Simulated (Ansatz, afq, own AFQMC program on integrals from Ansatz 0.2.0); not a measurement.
Two steps: Ansatz 0.2.0 writes the Fock matrix and Cholesky factors of the valence space, and afq projects on them the lowest state that overlaps trial and start.

```yaml
crystal:
  periodic: [false, false, false]
  atoms:
    - {symbol: Co, position_ang: [0.000000, 0.000000, 0.000000]}
basis:
  gaussian: {orbitals: def2-TZVPP}
magnetization: {spin_polarized: true, initial_magnetization: 5}
correlation: {method: ccsd_t, electrons: outside_noble_gas, hamiltonian_folder: ham}
```

```sh
$ ansatz run in.yaml --threads 1 --pin off --events-out ev --progress --plain --max-ram 15360MiB --backend cuda --devices 0, --max-vram 18GiB
```

Options of the walk:

```
--method phaseless --trial cisd --walkers 3200 --populations 20 --least-time 60 --time-step 0.005 --steps-per-block 50 --equilibration-blocks 40 --max-blocks 4000 --target-error 0.00018 --factor-cut 1e-05 --start spin_pure --seed 648 --release-times 0.24,0.6,1.2,2,3,4.2 --release-step 0.04 --release-every 3 --taylor-order 6
```

Times are imaginary, in 1/Eh. The walk had a cap of 337 s. With eight or more populations the least sampling time is a fifth of least-time, and the error comes from their spread.

Output of the walk:

```
orbitals 55  electrons 7 2  factors 428 of 451
reference energy -1381.32489028 Eh
CCSD correlation -0.20869957 Eh in 20 cycles, weight of the determinant in the CISD state 0.9541
energy of the start -1381.533597 Eh
 block  time / (1/Eh)  mean weight  energy / Eh
     1     0.250  1.0001  -1381.534881
     2     0.500  1.0000  -1381.536640
     3     0.750  1.0000  -1381.537463
     4     1.000  0.9998  -1381.538065
     5     1.250  1.0004  -1381.538084
    10     2.500  1.0007  -1381.538491
    19     4.750  0.9998  -1381.538903
    29     7.250  1.0001  -1381.538996
    37     9.250  0.9996  -1381.539954
    39     9.750  1.0000  -1381.538287
    49    12.250  1.0000  -1381.537968
    59    14.750  1.0000  -1381.538725
    69    17.250  0.9994  -1381.538997
    79    19.750  1.0001  -1381.539174
    83    20.750  1.0004  -1381.537809
    89    22.250  1.0001  -1381.538696
error from the spread of 20 populations
released: time / (1/Eh)  energy / Eh  error  mean overlap
  0.24  -1381.539588  0.000840  0.9988
  0.60  -1381.538922  0.000153  0.9885
  1.20  -1381.538867  0.000127  0.9772
  2.00  -1381.549494  0.011111  0.9635
  3.00  -1381.539243  0.000157  0.9448
  4.20  -1381.539373  0.000353  0.9385
energy -1381.538776 +/- 0.000062 Eh
(rows thinned)
```

The run passed its tests (sampling time, drift between the halves within three errors, error under three times the target), which doesn't prove that it has relaxed.

Against this walk (error 1.7 meV) on the same determinant: CCSD(T) 3.1 meV lower (within the noise), CCSDT(Q) 25.4 meV lower. The error is statistical and leaves out the bias of the constraint. The released energies have errors that jump between times, so the bars are unsure (meV from the phaseless value at times in 1/Eh: -4 ± 4 at 0.60, -2 ± 3 at 1.20, -292 ± 302 at 2.00, -13 ± 4 at 3.00, -16 ± 10 at 4.20), so they give no level. CCSDT(Q) is the surest value here, so the walk's 25 meV above it is most likely the bias of the constraint with this trial, which can have either sign.

Cautions: constraint bias not in the error; no relativity below Rb; outer-core shells of the metal frozen; another spin lies lower (by 3.01 eV).

The walk took 87 s on 1 × NVIDIA H100 80GB HBM3 with 2 threads of AMD EPYC 7R13 Processor (Zen 3) (shared host) (the card was shared). The log's last line is the phaseless energy.

CCSDT and higher add their correlation energy to the determinant of the CCSD(T) run, since their own runs factorise the integrals more tightly (a shift of under 2 meV).
